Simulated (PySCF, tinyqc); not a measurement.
Worked calculation (part 1 of 2): CIS and TDHF on RHF in the sto-3g basis, frozen core, for CH2, spin multiplicity 1. The lowest restricted solution is unstable here: a spin-polarised one lies 0.0371 hartree lower (PySCF). Computed by tinyqc, a small Python program that keeps every step (integrals from PySCF). Settings: charge = 0, multiplicity = 1, basis = sto-3g, method = RHF, frozen orbitals = 1, energy threshold = 1e-10, iteration cap = 86, orthogonalisation = symmetric, start = Wolfsberg-Helmholz matrix, DIIS depth = 6, TDHF = 1. Command: `OMP_NUM_THREADS=1 python tinyqc.py 30180 30181 out.jsonl` (the two numbers bound the seeds that draw the settings). One thread of a shared host (Intel(R) Xeon(R) Processor @ 2.60GHz), about 0.08 s of CPU time with the checks. The early iterations of the SCF are left out here.

## One-electron integrals

Geometry (angstrom):
```
atom         x          y         z
C     0.000000   0.000000  0.000000
H     0.000000   0.841000  0.574000
H     0.000000  -0.841000  0.574000
```

Basis sto-3g: exponents (1/bohr^2) and contraction coefficients of normalised primitives:
```
element  l (shell)   exponent  coefficient
C            s (1)  71.616837     0.154329
C            s (1)  13.045096     0.535328
C            s (1)   3.530512     0.444635
C            s (2)   2.941249    -0.099967
C            s (2)   0.683483     0.399513
C            s (2)   0.222290     0.700115
C            p (3)   2.941249     0.155916
C            p (3)   0.683483     0.607684
C            p (3)   0.222290     0.391957
H            s (1)   3.425251     0.154329
H            s (1)   0.623914     0.535328
H            s (1)   0.168855     0.444635
```

Overlap, kinetic and nuclear-attraction integrals over the contracted functions; the nuclear repulsion is the sum of Za Zb / Rab.

nuclear repulsion = 6.55115446 hartree

overlap S, order 1C 1s, 1C 2s, 1C 2px, 1C 2py, 1C 2pz, 2H 1s, 3H 1s:
$$\begin{pmatrix}
1.000000 & 0.248362 & 0.000000 & 0.000000 & 0.000000 & 0.073633 & 0.073633 \\
0.248362 & 1.000000 & 0.000000 & 0.000000 & 0.000000 & 0.532758 & 0.532758 \\
0.000000 & 0.000000 & 1.000000 & 0.000000 & 0.000000 & 0.000000 & 0.000000 \\
0.000000 & 0.000000 & 0.000000 & 1.000000 & 0.000000 & 0.405212 & -0.405212 \\
0.000000 & 0.000000 & 0.000000 & 0.000000 & 1.000000 & 0.276565 & 0.276565 \\
0.073633 & 0.532758 & 0.000000 & 0.405212 & 0.276565 & 1.000000 & 0.196558 \\
0.073633 & 0.532758 & 0.000000 & -0.405212 & 0.276565 & 0.196558 & 1.000000
\end{pmatrix}$$

kinetic energy T (hartree), order 1C 1s, 1C 2s, 1C 2px, 1C 2py, 1C 2pz, 2H 1s, 3H 1s:
$$\begin{pmatrix}
15.891122 & -0.085890 & 0.000000 & 0.000000 & 0.000000 & -0.006826 & -0.006826 \\
-0.085890 & 0.472250 & 0.000000 & 0.000000 & 0.000000 & 0.131850 & 0.131850 \\
0.000000 & 0.000000 & 1.477728 & 0.000000 & 0.000000 & 0.000000 & 0.000000 \\
0.000000 & 0.000000 & 0.000000 & 1.477728 & 0.000000 & 0.253595 & -0.253595 \\
0.000000 & 0.000000 & 0.000000 & 0.000000 & 1.477728 & 0.173084 & 0.173084 \\
-0.006826 & 0.131850 & 0.000000 & 0.253595 & 0.173084 & 0.760032 & -0.001858 \\
-0.006826 & 0.131850 & 0.000000 & -0.253595 & 0.173084 & -0.001858 & 0.760032
\end{pmatrix}$$

nuclear attraction V (hartree), order 1C 1s, 1C 2s, 1C 2px, 1C 2py, 1C 2pz, 2H 1s, 3H 1s:
$$\begin{pmatrix}
-34.692165 & -4.450382 & 0.000000 & 0.000000 & -0.021882 & -1.350739 & -1.350739 \\
-4.450382 & -6.189018 & 0.000000 & 0.000000 & -0.214377 & -2.894236 & -2.894236 \\
0.000000 & 0.000000 & -6.051703 & 0.000000 & 0.000000 & 0.000000 & 0.000000 \\
0.000000 & 0.000000 & 0.000000 & -6.247935 & 0.000000 & -2.043281 & 2.043281 \\
-0.021882 & -0.214377 & 0.000000 & 0.000000 & -6.143115 & -1.456130 & -1.456130 \\
-1.350739 & -2.894236 & 0.000000 & -2.043281 & -1.456130 & -4.569719 & -0.981103 \\
-1.350739 & -2.894236 & 0.000000 & 2.043281 & -1.456130 & -0.981103 & -4.569719
\end{pmatrix}$$

core Hamiltonian H = T + V (hartree), order 1C 1s, 1C 2s, 1C 2px, 1C 2py, 1C 2pz, 2H 1s, 3H 1s:
$$\begin{pmatrix}
-18.801043 & -4.536272 & 0.000000 & 0.000000 & -0.021882 & -1.357565 & -1.357565 \\
-4.536272 & -5.716768 & 0.000000 & 0.000000 & -0.214377 & -2.762385 & -2.762385 \\
0.000000 & 0.000000 & -4.573975 & 0.000000 & 0.000000 & 0.000000 & 0.000000 \\
0.000000 & 0.000000 & 0.000000 & -4.770207 & 0.000000 & -1.789686 & 1.789686 \\
-0.021882 & -0.214377 & 0.000000 & 0.000000 & -4.665387 & -1.283046 & -1.283046 \\
-1.357565 & -2.762385 & 0.000000 & -1.789686 & -1.283046 & -3.809688 & -0.982961 \\
-1.357565 & -2.762385 & 0.000000 & 1.789686 & -1.283046 & -0.982961 & -3.809688
\end{pmatrix}$$

## Two-electron integrals

Functions are numbered as in S; the eight-fold symmetry (ij|kl) = (ji|kl) = (kl|ij) leaves the list below.

Two-electron integrals (ij|kl) in chemists' order, unique and non-zero (hartree):
```
(11|11) 3.541948    (21|11) 0.576921    (21|21) 0.111888    (22|11) 0.854682
(22|21) 0.205284    (22|22) 0.624709    (31|31) 0.020296    (32|31) 0.030858
(32|32) 0.137996    (33|11) 0.852436    (33|21) 0.205335    (33|22) 0.624568
(33|33) 0.672833    (41|41) 0.020296    (42|41) 0.030858    (42|42) 0.137996
(43|43) 0.036269    (44|11) 0.852436    (44|21) 0.205335    (44|22) 0.624568
(44|33) 0.600295    (44|44) 0.672833    (51|51) 0.020296    (52|51) 0.030858
(52|52) 0.137996    (53|53) 0.036269    (54|54) 0.036269    (55|11) 0.852436
(55|21) 0.205335    (55|22) 0.624568    (55|33) 0.600295    (55|44) 0.600295
(55|55) 0.672833    (61|11) 0.172988    (61|21) 0.033296    (61|22) 0.060809
(61|33) 0.060604    (61|41) 0.001695    (61|42) 0.003119    (61|44) 0.061038
(61|51) 0.001157    (61|52) 0.002129    (61|54) 0.000296    (61|55) 0.060806
(61|61) 0.010135    (62|11) 0.371189    (62|21) 0.090131    (62|22) 0.296779
(62|33) 0.290111    (62|41) 0.007061    (62|42) 0.046290    (62|44) 0.303579
(62|51) 0.004819    (62|52) 0.031594    (62|54) 0.009192    (62|55) 0.296385
(62|61) 0.027878    (62|62) 0.177165    (63|31) 0.009693    (63|32) 0.049400
(63|43) 0.009347    (63|53) 0.006379    (63|63) 0.023282    (64|11) 0.247516
(64|21) 0.060939    (64|22) 0.212803    (64|33) 0.201994    (64|41) 0.013899
(64|42) 0.080554    (64|44) 0.229906    (64|51) 0.002871    (64|52) 0.021264
(64|54) 0.012671    (64|55) 0.206289    (64|61) 0.019843    (64|62) 0.151217
(64|64) 0.150048    (65|11) 0.168935    (65|21) 0.041592    (65|22) 0.145242
(65|33) 0.137865    (65|41) 0.002871    (65|42) 0.021264    (65|44) 0.144157
(65|51) 0.011652    (65|52) 0.063913    (65|54) 0.013641    (65|55) 0.153555
(65|61) 0.013543    (65|62) 0.103209    (65|64) 0.086520    (65|65) 0.082334
(66|11) 0.503805    (66|21) 0.124439    (66|22) 0.461306    (66|33) 0.436763
(66|41) 0.013237    (66|42) 0.112460    (66|44) 0.486666    (66|51) 0.009034
(66|52) 0.076756    (66|54) 0.034060    (66|55) 0.460010    (66|61) 0.039206
(66|62) 0.335090    (66|64) 0.317484    (66|65) 0.216689    (66|66) 0.774606
(71|11) 0.172988    (71|21) 0.033296    (71|22) 0.060809    (71|33) 0.060604
(71|41) -0.001695   (71|42) -0.003119   (71|44) 0.061038    (71|51) 0.001157
(71|52) 0.002129    (71|54) -0.000296   (71|55) 0.060806    (71|61) 0.009831
(71|62) 0.026288    (71|64) 0.016820    (71|65) 0.012775    (71|66) 0.036069
(71|71) 0.010135    (72|11) 0.371189    (72|21) 0.090131    (72|22) 0.296779
(72|33) 0.290111    (72|41) -0.007061   (72|42) -0.046290   (72|44) 0.303579
(72|51) 0.004819    (72|52) 0.031594    (72|54) -0.009192   (72|55) 0.296385
(72|61) 0.026288    (72|62) 0.133912    (72|64) 0.080606    (72|65) 0.075960
(72|66) 0.203878    (72|71) 0.027878    (72|72) 0.177165    (73|31) 0.009693
(73|32) 0.049400    (73|43) -0.009347   (73|53) 0.006379    (73|63) 0.016689
(73|73) 0.023282    (74|11) -0.247516   (74|21) -0.060939   (74|22) -0.212803
(74|33) -0.201994   (74|41) 0.013899    (74|42) 0.080554    (74|44) -0.229906
(74|51) -0.002871   (74|52) -0.021264   (74|54) 0.012671    (74|55) -0.206289
(74|61) -0.016820   (74|62) -0.080606   (74|64) -0.032891   (74|65) -0.044680
(74|66) -0.109913   (74|71) -0.019843   (74|72) -0.151217   (74|74) 0.150048
(75|11) 0.168935    (75|21) 0.041592    (75|22) 0.145242    (75|33) 0.137865
(75|41) -0.002871   (75|42) -0.021264   (75|44) 0.144157    (75|51) 0.011652
(75|52) 0.063913    (75|54) -0.013641   (75|55) 0.153555    (75|61) 0.012775
(75|62) 0.075960    (75|64) 0.044680    (75|65) 0.058882    (75|66) 0.123769
(75|71) 0.013543    (75|72) 0.103209    (75|74) -0.086520   (75|75) 0.082334
(76|11) 0.122672    (76|21) 0.029887    (76|22) 0.101937    (76|33) 0.099163
(76|44) 0.102003    (76|51) 0.002639    (76|52) 0.018382    (76|55) 0.104548
(76|61) 0.009054    (76|62) 0.055938    (76|64) 0.041044    (76|65) 0.035799
(76|66) 0.100183    (76|71) 0.009054    (76|72) 0.055938    (76|74) -0.041044
(76|75) 0.035799    (76|76) 0.021102    (77|11) 0.503805    (77|21) 0.124439
(77|22) 0.461306    (77|33) 0.436763    (77|41) -0.013237   (77|42) -0.112460
(77|44) 0.486666    (77|51) 0.009034    (77|52) 0.076756    (77|54) -0.034060
(77|55) 0.460010    (77|61) 0.036069    (77|62) 0.203878    (77|64) 0.109913
(77|65) 0.123769    (77|66) 0.311271    (77|71) 0.039206    (77|72) 0.335090
(77|74) -0.317484   (77|75) 0.216689    (77|76) 0.100183    (77|77) 0.774606
```

## Orthogonalisation

S = U s U^T; symmetric (Loewdin) form X = U s^(-1/2) U^T, so that X^T S X = 1.

eigenvalues of S: [0.231131, 0.320299, 0.868519, 1.000000, 1.092977, 1.483143, 2.003931]

X, order 1C 1s, 1C 2s, 1C 2px, 1C 2py, 1C 2pz, 2H 1s, 3H 1s:
$$\begin{pmatrix}
1.027301 & -0.159248 & 0.000000 & 0.000000 & -0.015217 & 0.027344 & 0.027344 \\
-0.159248 & 1.392458 & 0.000000 & 0.000000 & 0.187457 & -0.417989 & -0.417989 \\
0.000000 & 0.000000 & 1.000000 & 0.000000 & 0.000000 & 0.000000 & 0.000000 \\
0.000000 & 0.000000 & 0.000000 & 1.214096 & 0.000000 & -0.329585 & 0.329585 \\
-0.015217 & 0.187457 & 0.000000 & 0.000000 & 1.095439 & -0.213439 & -0.213439 \\
0.027344 & -0.417989 & 0.000000 & -0.329585 & -0.213439 & 1.337384 & -0.036586 \\
0.027344 & -0.417989 & 0.000000 & 0.329585 & -0.213439 & -0.036586 & 1.337384
\end{pmatrix}$$

## Iteration 6 (converged): orbitals

converged F (hartree), order 1C 1s, 1C 2s, 1C 2px, 1C 2py, 1C 2pz, 2H 1s, 3H 1s:
$$\begin{pmatrix}
-10.993364 & -2.957639 & 0.000000 & 0.000000 & -0.028215 & -0.892600 & -0.892600 \\
-2.957639 & -1.480473 & 0.000000 & 0.000000 & -0.123928 & -0.798596 & -0.798596 \\
0.000000 & 0.000000 & 0.223543 & 0.000000 & 0.000000 & 0.000000 & 0.000000 \\
0.000000 & 0.000000 & 0.000000 & -0.292522 & 0.000000 & -0.381436 & 0.381436 \\
-0.028215 & -0.123928 & 0.000000 & 0.000000 & -0.289398 & -0.302615 & -0.302615 \\
-0.892600 & -0.798596 & 0.000000 & -0.381436 & -0.302615 & -0.574995 & -0.310529 \\
-0.892600 & -0.798596 & 0.000000 & 0.381436 & -0.302615 & -0.310529 & -0.574995
\end{pmatrix}$$

Diagonalise F' = X^T F X, C = X C', fill 4 alpha and 4 beta electrons from the bottom; D = 2 C_occ C_occ^T. Each column has its largest component positive (the first on a tie).

F' = X^T F X (hartree):
$$\begin{pmatrix}
-10.758643 & -1.556930 & 0.000000 & 0.000000 & -0.045698 & -0.156629 & -0.156629 \\
-1.556930 & -0.503839 & 0.000000 & 0.000000 & 0.161211 & -0.509475 & -0.509475 \\
0.000000 & 0.000000 & 0.223543 & 0.000000 & 0.000000 & 0.000000 & 0.000000 \\
0.000000 & 0.000000 & 0.000000 & 0.121882 & 0.000000 & -0.482340 & 0.482340 \\
-0.045698 & 0.161211 & 0.000000 & 0.000000 & -0.116377 & -0.307029 & -0.307029 \\
-0.156629 & -0.509475 & 0.000000 & -0.482340 & -0.307029 & 0.053592 & -0.074518 \\
-0.156629 & -0.509475 & 0.000000 & 0.482340 & -0.307029 & -0.074518 & 0.053592
\end{pmatrix}$$

orbital energies (hartree): MO1 -10.999574, MO2 -0.869699, MO3 -0.557143, MO4 -0.302243, MO5 0.223543, MO6 0.771730, MO7 0.807135

coefficients C, order 1C 1s, 1C 2s, 1C 2px, 1C 2py, 1C 2pz, 2H 1s, 3H 1s:
$$\begin{pmatrix}
0.992862 & -0.215927 & 0.000000 & 0.131216 & 0.000000 & -0.181155 & 0.000000 \\
0.032506 & 0.627972 & 0.000000 & -0.607295 & 0.000000 & 1.258831 & 0.000000 \\
0.000000 & 0.000000 & 0.000000 & 0.000000 & 1.000000 & 0.000000 & 0.000000 \\
0.000000 & 0.000000 & 0.531621 & 0.000000 & 0.000000 & 0.000000 & 1.186870 \\
0.007256 & 0.182897 & 0.000000 & 0.799591 & 0.000000 & 0.808468 & 0.000000 \\
-0.008335 & 0.277068 & 0.451831 & 0.186804 & 0.000000 & -0.977408 & -0.921071 \\
-0.008335 & 0.277068 & -0.451831 & 0.186804 & 0.000000 & -0.977408 & 0.921071
\end{pmatrix}$$

D after iteration 6, order 1C 1s, 1C 2s, 1C 2px, 1C 2py, 1C 2pz, 2H 1s, 3H 1s:
$$\begin{pmatrix}
2.099234 & -0.366018 & 0.000000 & 0.000000 & 0.145261 & -0.087181 & -0.087181 \\
-0.366018 & 1.528424 & 0.000000 & 0.000000 & -0.740995 & 0.120550 & 0.120550 \\
0.000000 & 0.000000 & 0.000000 & 0.000000 & 0.000000 & 0.000000 & 0.000000 \\
0.000000 & 0.000000 & 0.000000 & 0.565241 & 0.000000 & 0.480406 & -0.480406 \\
0.145261 & -0.740995 & 0.000000 & 0.000000 & 1.345699 & 0.399961 & 0.399961 \\
-0.087181 & 0.120550 & 0.000000 & 0.480406 & 0.399961 & 0.631766 & -0.184840 \\
-0.087181 & 0.120550 & 0.000000 & -0.480406 & 0.399961 & -0.184840 & 0.631766
\end{pmatrix}$$

## Convergence

Stop when the energy changes by less than 1e-10 hartree and every element of the error matrix X^T (F D S - S D F) X is below 3e-06.

Course of the cycle:
```
iteration   E (hartree)     change  largest element of the error matrix
1          -38.24607041          -                             2.54e-01
2          -38.34457836  -9.85e-02                             6.09e-02
3          -38.35141919  -6.84e-03                             1.56e-02
4          -38.35177965  -3.60e-04                             1.40e-03
5          -38.35178463  -4.98e-06                             6.52e-06
6          -38.35178463  -5.19e-11                             3.17e-07
```

PySCF RHF in the same basis = -38.35178463 hartree

Converged in 6 iterations.

## Integrals over molecular orbitals

(pq|rs) = sum C_ip C_jq C_kr C_ls (ij|kl), one index at a time.

one-electron integrals over orbitals h = C^T H C (hartree):
$$\begin{pmatrix}
-18.785529 & 0.353370 & 0.000000 & -0.203348 & 0.000000 & 0.273892 & 0.000000 \\
0.353370 & -4.697911 & 0.000000 & 0.121410 & 0.000000 & -0.841987 & 0.000000 \\
0.000000 & 0.000000 & -4.221869 & 0.000000 & 0.000000 & 0.000000 & -0.823859 \\
-0.203348 & 0.121410 & 0.000000 & -4.468971 & 0.000000 & -0.327062 & 0.000000 \\
0.000000 & 0.000000 & 0.000000 & 0.000000 & -4.573975 & 0.000000 & 0.000000 \\
0.273892 & -0.841987 & 0.000000 & -0.327062 & 0.000000 & -3.554358 & 0.000000 \\
0.000000 & 0.000000 & -0.823859 & 0.000000 & 0.000000 & 0.000000 & -3.689957
\end{pmatrix}$$

Two-electron integrals over orbitals (pq|rs), unique and non-zero (hartree); the lowest 1 orbital is frozen and left out:
```
(22|22) 0.569417    (32|32) 0.149485    (33|22) 0.537258    (33|33) 0.547913
(42|22) 0.038704    (42|33) 0.021853    (42|42) 0.066720    (43|32) 0.013678
(43|43) 0.030210    (44|22) 0.497920    (44|33) 0.480816    (44|42) -0.076409
(44|44) 0.690781    (52|52) 0.087701    (53|53) 0.021923    (54|52) -0.039020
(54|54) 0.054648    (55|22) 0.548068    (55|33) 0.501577    (55|42) -0.034771
(55|44) 0.590162    (55|55) 0.672833    (62|22) 0.080388    (62|33) 0.030079
(62|42) 0.000409    (62|44) 0.080859    (62|55) 0.124607    (62|62) 0.098675
(63|32) -0.068090   (63|43) -0.021276   (63|63) 0.078736    (64|22) 0.028488
(64|33) 0.006659    (64|42) -0.001424   (64|44) 0.050195    (64|55) 0.038479
(64|62) 0.042216    (64|64) 0.026865    (65|52) 0.059211    (65|54) -0.017945
(65|65) 0.048921    (66|22) 0.561544    (66|33) 0.534710    (66|42) 0.057482
(66|44) 0.464350    (66|55) 0.519739    (66|62) 0.062447    (66|64) 0.021878
(66|66) 0.594884    (72|32) -0.011474   (72|43) -0.031047   (72|63) 0.048058
(72|72) 0.052000    (73|22) 0.038588    (73|33) 0.027123    (73|42) -0.055421
(73|44) 0.125877    (73|55) 0.116596    (73|62) 0.072359    (73|64) 0.032646
(73|66) 0.000022    (73|73) 0.116830    (74|32) -0.071495   (74|43) 0.016839
(74|63) 0.033323    (74|72) -0.007738   (74|74) 0.063943    (75|53) 0.018268
(75|75) 0.021406    (76|32) 0.113960    (76|43) 0.024957    (76|63) -0.074583
(76|72) -0.032807   (76|74) -0.049934   (76|76) 0.111753    (77|22) 0.531782
(77|33) 0.541469    (77|42) -0.006477   (77|44) 0.538421    (77|55) 0.535158
(77|62) 0.041983    (77|64) 0.011768    (77|66) 0.534318    (77|73) 0.059507
(77|77) 0.575575
```

## CIS matrix, singlets

A(ia,jb) = (e_a - e_i) d_ij d_ab + 2 (ia|jb) - (ij|ab).

CIS matrix A, singlet (hartree):
```
           2>5       2>6        2>7       3>5        3>6       3>7        4>5       4>6
2>5   0.720575  0.000000   0.000000  0.000000   0.000000  0.000000  -0.043270  0.000000
2>6   0.000000  1.277234   0.000000  0.000000   0.000000  0.030759   0.000000  0.026950
2>7   0.000000  0.000000   1.249051  0.000000  -0.017843  0.000000   0.000000  0.000000
3>5   0.000000  0.000000   0.000000  0.322954   0.000000  0.000000   0.000000  0.000000
3>6   0.000000  0.000000  -0.017843  0.000000   0.951635  0.000000   0.000000  0.000000
3>7   0.000000  0.030759   0.000000  0.000000   0.000000  1.056469   0.000000  0.040335
4>5  -0.043270  0.000000   0.000000  0.000000   0.000000  0.000000   0.044921  0.000000
4>6   0.000000  0.026950   0.000000  0.000000   0.000000  0.040335   0.000000  0.663355
4>7   0.000000  0.000000  -0.009000  0.000000   0.041688  0.000000   0.000000  0.000000

           4>7
2>5   0.000000
2>6   0.000000
2>7  -0.009000
3>5   0.000000
3>6   0.041688
3>7   0.000000
4>5   0.000000
4>6   0.000000
4>7   0.698844
```

## CIS singlet states

dipole integrals <i|r|a> (bohr), order 2>5, 2>6, 2>7, 3>5, 3>6, 3>7, 4>5, 4>6, 4>7:
$$\begin{pmatrix}
0.724694 & 0.000000 & 0.000000 \\
0.000000 & 0.000000 & -0.210008 \\
0.000000 & -0.323240 & 0.000000 \\
0.000000 & 0.000000 & 0.000000 \\
0.000000 & -0.921555 & 0.000000 \\
0.000000 & 0.000000 & -0.704355 \\
-0.355989 & 0.000000 & 0.000000 \\
0.000000 & 0.000000 & -0.220742 \\
0.000000 & -0.657316 & 0.000000
\end{pmatrix}$$

Diagonalise A (1 hartree = 27.211386 eV); each vector has its largest component positive (the first on a tie). The transition dipole is mu = sqrt2 sum c_ia <i|r|a>.

singlet excitation energies (eV): [1.147276, 8.788030, 17.914528, 18.832472, 19.682943, 26.043756, 28.723987, 34.024005, 34.915592]

lowest vectors, order 2>5, 2>6, 2>7, 3>5, 3>6, 3>7, 4>5, 4>6, 4>7:
$$\begin{pmatrix}
0.063651 & 0.000000 & 0.000000 & 0.000000 & 0.997972 & 0.000000 \\
0.000000 & 0.000000 & -0.038444 & 0.000000 & 0.000000 & 0.000000 \\
0.000000 & 0.000000 & 0.000000 & 0.010898 & 0.000000 & 0.065062 \\
0.000000 & 1.000000 & 0.000000 & 0.000000 & 0.000000 & 0.000000 \\
0.000000 & 0.000000 & 0.000000 & -0.157842 & 0.000000 & 0.985482 \\
0.000000 & 0.000000 & -0.097783 & 0.000000 & 0.000000 & 0.000000 \\
0.997972 & 0.000000 & 0.000000 & 0.000000 & -0.063651 & 0.000000 \\
0.000000 & 0.000000 & 0.994465 & 0.000000 & 0.000000 & 0.000000 \\
0.000000 & 0.000000 & 0.000000 & 0.987404 & 0.000000 & 0.156817
\end{pmatrix}$$

oscillator strengths 2/3 w |mu|^2: [0.005372, 0.000000, 0.017843, 0.237291, 0.536563, 1.359851]

## TDHF (RPA) singlet states

B(ia,jb) = 2 (ia|jb) - (ib|ja); the squared energies are the eigenvalues of (A - B)(A + B); 1 hartree = 27.211386 eV.

TDHF matrix B, singlet (hartree):
```
           2>5       2>6        2>7       3>5       3>6       3>7        4>5       4>6
2>5   0.087701  0.000000   0.000000  0.000000  0.000000  0.000000  -0.039020  0.000000
2>6   0.000000  0.098675   0.000000  0.000000  0.000000  0.096660   0.000000  0.042216
2>7   0.000000  0.000000   0.052000  0.000000  0.023757  0.000000   0.000000  0.000000
3>5   0.000000  0.000000   0.000000  0.021923  0.000000  0.000000   0.000000  0.000000
3>6   0.000000  0.000000   0.023757  0.000000  0.078736  0.000000   0.000000  0.000000
3>7   0.000000  0.096660   0.000000  0.000000  0.000000  0.116830   0.000000  0.031970
4>5  -0.039020  0.000000   0.000000  0.000000  0.000000  0.000000   0.054648  0.000000
4>6   0.000000  0.042216   0.000000  0.000000  0.000000  0.031970   0.000000  0.026865
4>7   0.000000  0.000000  -0.007738  0.000000  0.033999  0.000000   0.000000  0.000000

           4>7
2>5   0.000000
2>6   0.000000
2>7  -0.007738
3>5   0.000000
3>6   0.033999
3>7   0.000000
4>5   0.000000
4>6   0.000000
4>7   0.063943
```

squared energies w^2 (hartree^2): [-0.000889, 0.103819, 0.432160, 0.475226, 0.512156, 0.906320, 1.095578, 1.560297, 1.617953]

TDHF energies from the positive w^2 (eV): [8.767759, 17.888452, 18.758610, 19.473856, 25.905465, 28.482116, 33.990250, 34.612547]

A + B or A - B has a negative eigenvalue: the restricted solution is unstable towards a lower one, a negative w^2 means an imaginary energy, and the lowest roots have no physical meaning.
